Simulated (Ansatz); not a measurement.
Cost and result for the atomization energy of C3H6O2 (`COCC=O`) (11 atoms, 10 bonds).

```xyz
11

C     1.273    0.993   -0.589
O     0.716    0.065    0.302
C    -0.608   -0.249   -0.006
C    -1.116   -1.248    0.999
O    -2.227   -1.696    0.979
H     2.299    1.176   -0.271
H     0.720    1.943   -0.577
H     1.280    0.608   -1.617
H    -0.705   -0.688   -1.013
H    -1.261    0.637    0.023
H    -0.372   -1.541    1.770
```

Charge 0, multiplicity 1. All single points use the PBE0-D4/def2-TZVP geometry. It is one conformer, not always the lowest. Program: Ansatz. All runs use 4 threads of an Intel Xeon 6975P-C on a shared host. Times are those of one run each, without the atoms' runs, and a repeat can differ threefold. Electronic energies, without spin–orbit coupling; frozen cores. CCSD(T)/CBS adds CCSD(T) − MP2 in def2-TZVPP to the MP2 limit, and its time is that of the two runs behind it. T1 = 0.013. B3LYP takes the VWN-RPA correlation (the form of Gaussian; ORCA's B3LYP/G).

CCSD(T)/CBS is a level of theory with its own doubt, some kJ/mol a heavy atom from the limit and from the frozen cores, so smaller differences don't rank the functionals.

```tsv
level	functions	wall time
PBE-D4/def2-TZVPP (with forces)	239	1.4 s
PBE0-D4/def2-TZVPP	239	1.5 s
B3LYP-D4/def2-TZVPP (with forces)	239	2.1 s
r2SCAN-D4/def2-TZVPP (with forces)	239	2.2 s
B2PLYP/def2-TZVPP	239	3.2 s
ωB97X-V/def2-TZVPP	239	3.3 s
ωB97M-V/def2-TZVPP (with forces)	239	4.6 s
MP2/def2-QZVPP	465	14 s
CCSD(T)/def2-TZVPP	239	39 s
CCSD(T)/CBS(def2)	–	52 s
```

What atomization energy does each give, and how far from CCSD(T)/CBS? (Estimate.)

Computed: 
| level | atomization (kcal/mol) | difference from CCSD(T)/CBS | per bond |
| --- | --- | --- | --- |
| PBE-D4/def2-TZVPP (with forces) | 1089.2 | 32.7 | 3.3 |
| PBE0-D4/def2-TZVPP | 1061.5 | 5.0 | 0.5 |
| B3LYP-D4/def2-TZVPP (with forces) | 1057.2 | 0.7 | 0.1 |
| r2SCAN-D4/def2-TZVPP (with forces) | 1059.9 | 3.4 | 0.3 |
| B2PLYP/def2-TZVPP | 1047.8 | -8.7 | -0.9 |
| ωB97X-V/def2-TZVPP | 1058.8 | 2.3 | 0.2 |
| ωB97M-V/def2-TZVPP (with forces) | 1060.2 | 3.7 | 0.4 |
| MP2/def2-QZVPP | 1067.9 | 11.4 | 1.1 |
| CCSD(T)/def2-TZVPP | 1029.7 | -26.8 | -2.7 |
| CCSD(T)/CBS(def2) | 1056.5 | 0.0 | 0.0 |

From PBE to PBE0 (25 % exact exchange), in def2-TZVPP and without D4, the atomization energy moves by −27.1 kcal/mol: exact exchange takes away binding that semilocal exchange gives to molecules. The D4 term adds +6.0 kcal/mol with B3LYP and +3.1 kcal/mol with PBE0; it sums over pairs of atoms, weighted by their polarisabilities, and B3LYP, whose exchange is more repulsive, gets the larger term. In def2-TZVPP, CCSD(T) changes the Hartree–Fock value by +280.1 kcal/mol (the triples alone add +17.5 kcal/mol) and MP2 by +302.5 kcal/mol; breaking electron pairs costs correlation energy, which Hartree–Fock lacks.
